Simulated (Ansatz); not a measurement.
Two structures of Si$_{2}$NH$_{9}$, closed shell, reached by relaxing down either side of one saddle point (PBE0-D4/def2-TZVP). Energies are electronic, without zero-point energy. Computed with Ansatz 0.2.0 (basis: def2-TZVPP and def2-QZVPP); correlated methods freeze the cores. Extrapolation: Hartree–Fock as exp(−7.88 √X), correlation as X^−2.97. First:

```tsv
atom	x (Å)	y (Å)	z (Å)
Si1	0.0395	-0.2752	0.1873
H2	1.3784	0.3264	-0.0361
H3	-0.5829	-0.6697	-1.1017
H4	-0.8404	0.6596	0.9332
Si5	0.3176	-2.2107	1.4849
H6	0.2432	2.2733	-2.3814
N7	-0.3310	2.3035	-1.5477
H8	0.9434	-1.8920	2.7992
H9	-0.9916	-2.8702	1.7531
H10	1.1916	-3.2001	0.7935
H11	-0.0761	3.1399	-1.0367
H12	-1.2918	2.4150	-1.8475
```

Second:

```xyz
12
angstrom
Si -1.2002 0.0091 -0.1615
H 2.7410 0.1924 -1.8084
H -1.4687 -0.8156 -1.3708
H -2.5303 0.2934 0.4640
Si 0.0999 -1.1741 1.3844
H 2.0732 0.4500 -1.5892
N -0.3119 1.3982 -0.6756
H 0.5368 -0.2652 2.4822
H -0.6957 -2.2786 1.9870
H 1.3134 -1.7490 0.7454
H 0.0775 2.0181 0.0172
H -0.6350 1.9214 -1.4745
```

(1) Which bonds change from the first to the second?

(2) Give the saddle point's structure and its height above each. (To be estimated.)

No T1 diagnostic of these runs exceeds 0.013.

Answers

(1) Si₂H₆ ([SiH3][SiH3]) + NH₃ → Si₂NH₇ ([NH2][SiH2][SiH3]) + H₂; bonds formed: Si1–N7, H2–H6; bonds broken: Si1–H2, H6–N7.

(2) The calculation gives: 184.7 kJ/mol above the first and 196.6 kJ/mol above the second (CCSD(T) at an estimated basis limit (MP2 extrapolated from triple and quadruple zeta, plus CCSD(T) − MP2 in triple zeta)).
| atom | x (Å) | y (Å) | z (Å) |
| --- | --- | --- | --- |
| Si1 | -0.6896 | -0.1763 | -0.4516 |
| H2 | 1.2081 | -0.1528 | -0.9462 |
| H3 | -0.9022 | -0.8604 | -1.7486 |
| H4 | -2.0930 | 0.1878 | -0.0103 |
| Si5 | 0.3922 | -1.2999 | 1.2593 |
| H6 | 0.8725 | 1.0018 | -0.9241 |
| N7 | -0.1205 | 1.5923 | -0.7062 |
| H8 | 1.2855 | -0.3024 | 1.9150 |
| H9 | -0.4940 | -1.8642 | 2.3225 |
| H10 | 1.2110 | -2.3959 | 0.6840 |
| H11 | -0.1448 | 2.1969 | 0.1087 |
| H12 | -0.5254 | 2.0730 | -1.5026 |

Labels in which every atom is bracketed show which atoms are joined, not bond orders.

For scale, one of the runs: CCSD(T)/def2-TZVPP, 241 basis functions (an equivalent command: `ansatz run in.yaml --threads 4`). The run took 110 s on 4 CPU threads (shared host), with 4.3 GiB of host memory at its peak.
